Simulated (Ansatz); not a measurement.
System: silane, SiH4, charge 0, multiplicity 1. 
Coordinates optimised at B3LYP-D3(BJ)/def2-TZVP (Ansatz, an electronic-structure program):
```
Si
H 1 1.4803
H 1 1.4803 2 109.47
H 1 1.4803 2 109.47 3 -120.00
H 1 1.4803 2 109.47 4 -120.00
```

Basis-set convergence of Hartree-Fock and MP2 correlation energies (hartree) with Ansatz. Correlated levels leave the core frozen unless marked. Spin-orbit coupling is left out. Non-relativistic.

```
basis       functions       E(HF)  E(corr, MP2)
----------  ---------  ----------  ------------
def2-SVP           38  -291.15393      -0.11557
def2-TZVPP         98  -291.25847      -0.14359
def2-QZVPP        190  -291.26792      -0.15317
```

Extrapolating the two largest sets (X = 3 and 4) as X^-3: E(corr) = (64·(-0.15317) - 27·(-0.14359))/37 = -0.1602 Eh, an estimate of the basis-set limit. The largest set recovers 95.6 % of it, the smallest 72.2 %.
